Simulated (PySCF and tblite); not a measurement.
The numbers below are computed, except where a source is named.
C₆H₁₀, numbered as in [CH:1]#[C:2][CH2:3][CH2:4][CH2:5][CH3:6].

Search: ETKDG and KDG, MMFF94s, GFN2-xTB, 90 starts; geometries at GFN2-xTB. Free energies are CAM-B3LYP-D3(BJ)/pcSseg-1 (IEF-PCM, chloroform) single points with GFN2-xTB rigid-rotor and vibrational terms (modes under about 100 cm⁻¹ blended into free rotors). Symmetry numbers and mirror images are counted. Conformers within 3 kcal/mol (GFN2-xTB free energy) were kept, 10 at most. GIAO shieldings: CAM-B3LYP/pcSseg-1 (IEF-PCM, chloroform). Shifts are against TMS (¹H), TMS (¹³C) at the same level. Programs: PySCF with density fitting and tblite.

**Question.** What shifts does this protocol give at 298.15 K under fast conformational exchange?

**Answer.** ¹H: 2.31 (H3, 2H), 1.60 (H1, 1H), 1.51 (H4, 2H), 1.49 (H5, 2H), 1.05 (H6, 3H) ppm. ¹³C: 93.6 (C2), 76.0 (C1), 36.6 (C4), 26.9 (C5), 20.1 (C3), 16.1 (C6) ppm.

**Question.** How do the conformers differ?

**Answer.** Torsions listed: C2–C3–C4–C5, C3–C4–C5–C6. Of a mirror pair one member is shown.
```json
{"conformer": "1", "shape": "65°, -179°", "weight %": "37.7"}
{"conformer": "2", "shape": "180°, 180°", "weight %": "26.7"}
{"conformer": "3", "shape": "60°, 67°", "weight %": "18.0"}
{"conformer": "4", "shape": "-175°, -66°", "weight %": "16.5"}
{"conformer": "5", "shape": "-81°, 67°", "weight %": "1.1"}
```

```tsv
signal	1	2	3	4	5	average
H1	1.61	1.59	1.59	1.58	1.67	1.60
H3	2.36	2.23	2.43	2.22	2.36	2.31
H4	1.41	1.54	1.53	1.67	1.63	1.51
H5	1.55	1.30	1.69	1.46	1.57	1.49
H6	1.08	1.08	0.98	0.97	1.34	1.05
C1	76.5	75.1	76.8	75.3	77.5	76.0
C2	93.8	93.8	92.6	94.1	96.3	93.6
C3	21.2	21.7	16.8	18.9	21.0	20.1
C4	36.2	39.1	33.6	36.9	34.1	36.6
C5	27.1	29.0	22.9	27.1	30.7	26.9
C6	17.0	17.1	13.8	14.9	17.7	16.1
```

**Question.** Which signal moves most, for its nucleus, between 150 and 400 K through the change of populations alone?

**Answer.** C3: 20.7 ppm at 150 K, 20.4 ppm at 200 K, 20.2 ppm at 250 K, 20.1 ppm at 298.15 K, 20.0 ppm at 400 K.

Shifts are unscaled: against experiment ¹³C can be off by 15 ppm or more and ¹H by 0.8 ppm.
